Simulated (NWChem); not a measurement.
Correlation energy of Be

```xyz
1

Be     0.0000     0.0000     0.0000
```
Charge 0, spin multiplicity 1.

Everything below was run with NWChem.

Basis set: cc-pVDZ. Each correlation energy counts from its own Hartree-Fock reference.

The correlated methods keep 1 core orbital frozen. No row is a measurement; the coupled-cluster row has its own basis-set and correlation limits.

Problem. One of these methods gave a correlation energy of -25.6 mHa. Which?
A) MP2
B) SCS-MP2
C) CCSD

Solution. A, MP2. The others give -30.7 (SCS-MP2), -44.5 (CCSD).
